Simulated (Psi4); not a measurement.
Level of theory: SAPT0/jun-cc-pVDZ, frozen core in Psi4 1.11.

Psi4 input:

```
molecule {
0 1
C -0.59486518 -0.00830169 -0.06441891
C 0.59486542 0.00831330 0.06444090
H -1.65131181 -0.02315269 -0.17806817
H 1.65131156 0.02314107 0.17804617
--
0 1
C 3.81186853 -0.46361284 -1.88566363
O 3.79338107 -0.15030479 -0.50001773
H 2.77614199 -0.46310513 -2.22219110
H 4.36489377 0.27979179 -2.47048779
H 4.23717524 -1.45449038 -2.08003288
H 4.69818335 -0.14327109 -0.17303228
units angstrom
symmetry c1
no_reorient
no_com
}
set basis jun-cc-pvdz
set scf_type df
set freeze_core true
energy('sapt0')
```

Part of the output:

```
    SAPT Results
  --------------------------------------------------------------------------------------------------------
    Electrostatics                 -6.83963847 [mEh]      -4.29193794 [kcal/mol]     -17.95746832 [kJ/mol]
      Elst10,r                     -6.83963847 [mEh]      -4.29193794 [kcal/mol]     -17.95746832 [kJ/mol]

    Exchange                        4.57088676 [mEh]       2.86827475 [kcal/mol]      12.00086154 [kJ/mol]
      Exch10                        4.57088676 [mEh]       2.86827475 [kcal/mol]      12.00086154 [kJ/mol]
      Exch10(S^2)                   4.55620863 [mEh]       2.85906408 [kcal/mol]      11.96232412 [kJ/mol]

    Induction                      -1.37282431 [mEh]      -0.86146026 [kcal/mol]      -3.60434973 [kJ/mol]
      Ind20,r                      -1.53109068 [mEh]      -0.96077391 [kcal/mol]      -4.01987802 [kJ/mol]
      Exch-Ind20,r                  0.70280173 [mEh]       0.44101474 [kcal/mol]       1.84520569 [kJ/mol]
      delta HF,r (2)               -0.54453536 [mEh]      -0.34170110 [kcal/mol]      -1.42967740 [kJ/mol]

    Dispersion                     -1.98913213 [mEh]      -1.24819926 [kcal/mol]      -5.22246569 [kJ/mol]
      Disp20                       -2.24198648 [mEh]      -1.40686775 [kcal/mol]      -5.88633468 [kJ/mol]
      Exch-Disp20                   0.25285435 [mEh]       0.15866850 [kcal/mol]       0.66386899 [kJ/mol]
      Disp20 (SS)                  -1.12099324 [mEh]      -0.70343388 [kcal/mol]      -2.94316734 [kJ/mol]
      Disp20 (OS)                  -1.12099324 [mEh]      -0.70343388 [kcal/mol]      -2.94316734 [kJ/mol]
      Exch-Disp20 (SS)              0.13535678 [mEh]       0.08493766 [kcal/mol]       0.35537918 [kJ/mol]
      Exch-Disp20 (OS)              0.11749756 [mEh]       0.07373083 [kcal/mol]       0.30848981 [kJ/mol]

  Total HF                         -3.64157602 [mEh]      -2.28512345 [kcal/mol]      -9.56095651 [kJ/mol]
  Total SAPT0                      -5.63070815 [mEh]      -3.53332271 [kcal/mol]     -14.78342220 [kJ/mol]
```
